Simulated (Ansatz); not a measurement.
**Reading a saddle point**

A first-order saddle point of Si2H6O, closed shell, PBE0-D4/def2-TZVP, with one imaginary mode of 1515i cm⁻¹:

```xyz
9
angstrom
Si -0.7622 -1.2993 -1.0472
H 0.7740 -0.7277 -1.2082
O 0.2582 0.2577 -0.7065
Si 0.6638 0.9010 0.7843
H -1.9635 -0.7499 -1.7523
H -1.2904 -1.6188 0.3222
H -0.5993 1.3026 1.4487
H 1.5560 2.0635 0.5662
H 1.3633 -0.1289 1.5930
```

Computed with Ansatz 0.2.0 (basis: def2-TZVPP and def2-QZVPP); correlated methods freeze the cores. Extrapolation: Hartree–Fock as exp(−7.88 √X), correlation as X^−2.97.

Task: Which contacts change along the imaginary mode, and what lies on either side? (Judge from chemistry; the calculation decides.)

Result: Computed: The step is SiH₄O ([OH][SiH3]) + SiH₂ → Si₂H₆O ([SiH3][O][SiH3]), with the molecules in contact on both sides. Shortening one way: Si1–H2, Si1–O3; lengthening the same way: H2–O3.
```
  pair  one side (Å)  saddle (Å)  other side (Å)
Si1–H2          2.54        1.65            1.49
Si1–O3          2.01        1.89            1.63
 H2–O3          0.96        1.22            2.56
```

Task: Which side is lower, and how far does the saddle lie above each? (To be estimated.)

Result: The calculation gives: The side with Si1–H2, Si1–O3 short is lower by 268.1 kJ/mol; the saddle lies 356.0 kJ/mol above it and 88.0 kJ/mol above the other (CCSD(T) at an estimated basis limit (MP2 extrapolated from triple and quadruple zeta, plus CCSD(T) − MP2 in triple zeta); electronic energies).

No T1 diagnostic of these runs exceeds 0.015. The restricted Hartree–Fock reference is unstable towards an unrestricted one at one or more of these structures.

Losses and insertions of silylenes and their heavier kin drive the gas-phase chemistry of silicon and germanium vapour deposition.

Labels in which every atom is bracketed show which atoms are joined, not bond orders.

For scale, one of the runs: CCSD(T)/def2-TZVPP, 199 basis functions, launched by `ansatz run in.yaml --threads 2 --pin off --events-out ev --progress --plain --max-ram 4352MiB`. Time: 19 s of wall clock on 2 CPU threads of an Intel Xeon 6975P-C; the host was shared. Peak host memory: 2.4 GiB.
